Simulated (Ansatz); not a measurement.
A made-up structure of AlBSiH2, closed shell:

B1  (0.293, -0.007, 1.125)
Si2  (-0.850, -1.389, 0.785)
Al3  (-0.316, -0.072, -0.990)
H4  (-0.679, -2.741, 1.183)
H5  (1.039, 0.848, 1.486)
(Å)

It is relaxed with PBE-D4/def2-SVP and then PBE0-D4/def2-TZVP (Ansatz 0.2.0). Atoms count as bonded within 1.22 times the sum of their covalent radii (H–H: 0.88 Å). The end point is not checked to be a true minimum.

Does its bonding change? (Judge from chemistry; the calculation decides.)

Computed: No: no bond forms or breaks.

Where it ends: The first stage lowers the energy by 0.98 eV in 7 steps. It ends as AlBSiH₂ ([BH]1[Al][SiH]1):
```json
{"atom": "B1", "x (Å)": "0.3640", "y (Å)": "0.1311", "z (Å)": "0.8419"}
{"atom": "Si2", "x (Å)": "-0.6487", "y (Å)": "-1.5510", "z (Å)": "0.5015"}
{"atom": "Al3", "x (Å)": "-0.4700", "y (Å)": "0.0769", "z (Å)": "-0.9995"}
{"atom": "H4", "x (Å)": "-0.7600", "y (Å)": "-2.6438", "z (Å)": "1.5291"}
{"atom": "H5", "x (Å)": "1.0014", "y (Å)": "0.6271", "z (Å)": "1.7162"}
```

Labels in which every atom is bracketed show which atoms are joined, not bond orders.

For scale, one of the runs: PBE0-D4/def2-TZVP relaxation, 117 basis functions, launched by `ansatz run in.yaml --threads 2 --pin off --events-out ev --progress --plain --max-ram 4352MiB`. The run took about 9.5 s on 2 CPU threads of an Arm Neoverse V1 (shared host).
